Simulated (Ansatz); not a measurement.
System: diamond. Method: PBE in Ansatz (plane waves, PAW).

The same calculation (at the measured cell, 5.673 Å³/atom) with different numerical settings:

| run | k mesh | high-frequency dielectric constant | dielectric constant ε0 (ions relaxed) | zone-centre TO phonon frequency (cm⁻¹) | rough time |
|---|---|---|---|---|---|
| 1 | 4×4×4 | 5.387 | 5.387 | 1323.0 | under 3 core-s |
| 2 | 6×6×6 | 5.718 | 5.718 | 1298.0 | under 3 core-s |
| 3 | 8×8×8 | 5.811 | 5.811 | 1295.4 | 4 core-s |
| 4 | 12×12×12 | 5.842 | 5.842 | 1295.1 | 10 core-s |
| 5 | 16×16×16 | 5.844 | 5.844 | 1295.1 | 20 core-s |
| 6 | 20×20×20 | 5.844 | 5.844 | 1295.1 | 40 core-s |

In the column high-frequency dielectric constant the first row differs from the last by -0.457 and the next to last by 0.000.

The last row is no converged limit: other settings stay fixed.

Ansatz is a quantum-chemistry and plane-wave program.
